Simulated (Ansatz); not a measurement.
## How far a parabola holds: energy against volume of zinc-blende ZnSe

We consider zinc-blende ZnSe, described by r²SCAN (Ansatz, a first-principles code, PAW). Settings: plane-wave cutoff 560 eV, 10×10×10 k mesh, Fermi–Dirac smearing 0.01 eV, scalar-relativistic PAW data made under PBE. The cell has no free parameter but its volume, all volumes share cutoff and mesh, and the runs aren't spin-polarised. Energies are free energies at the run's smearing, counted from the lowest row; static lattice.

```csv
V (Å³/atom),E (meV/atom)
21.820,7.98
22.275,1.92
22.730,0.00
23.184,1.79
23.639,6.90
24.093,?
```

Taking a parabola for E over the 5 complete rows: With u = V - 22.7, the rows have u = -0.8800, -0.4250, 0.0300, 0.4840, 0.9390. Least squares gives E = 0.021 - 1.0344·u + 8.9962·u². Residuals (row less fit): 0.082, -0.166, 0.002, 0.162, -0.082; standard error 0.183 (degrees of freedom: 2). The fitted curve has its minimum at V = 22.8, where E = -0.01. Its curvature is d²E/dV² = 2 × 8.9962 meV/Å⁶, so B = V0·d²E/dV² × 0.1602 = 65.6 GPa.

### Question
What does the fit predict for E at V = 24.093, and how far is the calculated value from it?

### Answer
u = 1.3930, so E = 0.021 - 1.0344 × 1.3930 + 8.9962 × 1.3930² = 16.037 meV/atom. The calculation gives 15.00 meV/atom, 1.037 meV/atom below the prediction (6.9 % of the range of E in the table). The row lies outside the fitted rows, so this is an extrapolation. From the scatter of the fitted rows alone, a prediction at this place has a standard error of 0.433 meV/atom, so the miss is 2.4 times that.

The residuals are curvature that a parabola lacks, not noise. A solid that stiffens under compression and softens on expansion lies above the parabola at the compressed end and under it at the expanded end, as this row does. A third-order Birch-Murnaghan fit to the whole scan has B0 = 65.3 GPa. Only scans are tabulated whose curvature falls smoothly with volume, and where the parabola meets the shown rows within 5 % of their range and misses the end by 0.1 meV or more.

Measured, for comparison: bulk modulus 62.4 GPa (temperature not stated, no zero-point or thermal correction, sources range from 62.4 to 69.3; as tabulated in Toher et al. (2017), arXiv:1611.05714). Computed less measured: bulk modulus +4.6 % (inside the range of the sources held). A static lattice is as a rule a little smaller and stiffer than an uncorrected measurement, which can account for part of this in the bulk modulus.
